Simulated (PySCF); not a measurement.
One molecule, one basis, several functionals.

Compound: C2H6.
Numbering: `[CH3:1][CH3:2]` (hydrogens: H3, H4, H5 on C1; H6, H7, H8 on C2)

PySCF, pcSseg-2 basis, density fitting, gas phase, PBE0-D3(BJ)/def2-SVP geometry. One functional is left out:

```csv
functional,exact exchange (%),HOMO energy (eV),LUMO energy (eV)
B97-D,0,-8.14,0.21
BLYP,0,-8.04,0.05
BP86,0,-8.19,0.28
LDA,0,-8.07,0.06
OPBE,0,-8.07,0.11
PBE,0,-8.09,0.09
B3LYP,20,-9.35,0.45
PBE0,25,-9.53,0.77
mPW1PW91,25,-9.57,0.71
BHandHLYP,50,-10.95,1.22
```

**Question.** Predict the row of B97-2 (21 % exact exchange) by straight lines through the other rows, and check it.

**Answer.** 
| property | line | computed | computed − line | B3LYP (20 %), for comparison |
| --- | --- | --- | --- | --- |
| HOMO energy (eV) | -9.32 | -9.29 | +0.03 | -9.35 |
| LUMO energy (eV) | 0.59 | 0.79 | +0.20 | 0.45 |

**Question.** Which of these properties follows the share of exact exchange most closely, and which least?

**Answer.** Most closely the HOMO energy, least the LUMO energy; the correlations over the tabulated rows are HOMO energy -0.999, LUMO energy 0.976. The HOMO energy moves by -0.576 eV for every 10 %. Functionals with the same share still differ in their other parts: at 0 % BLYP and BP86 differ by 0.15 eV in it.
